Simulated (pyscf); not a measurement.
Optimised with ωB97X-D3(BJ)/def2-SVP in PySCF.

Task: PBE/def2-TZVP puts the barrier of I–Si(I)(I)–I + hydrogen (H₂) -> HI + I–SiH(I)–I (four-centre exchange; singlet surface; I–Si, H–H broken, H–I, H–Si formed) at 48.5 kcal/mol and the reaction energy at +12.8 kcal/mol, from the separated reactants. What do PBE0-D3(BJ)/def2-TZVP, M06-2X/def2-TZVP, ωB97M-D3(BJ)/def2-TZVP give on the same structures?

Result: PBE0-D3(BJ): ΔE‡ = 51.2 kcal/mol, ΔE = +14.7 kcal/mol; M06-2X: ΔE‡ = 56.9 kcal/mol, ΔE = +14.8 kcal/mol; ωB97M-D3(BJ): ΔE‡ = 56.7 kcal/mol, ΔE = +11.5 kcal/mol. PBE's barrier lies under all of them, by 2.7 to 8.4 kcal/mol. Its reaction energy lies among theirs. This is the saddle that the search found; another between the same sides may lie lower. Elements past Kr carry the def2 core potentials, without spin-orbit coupling.
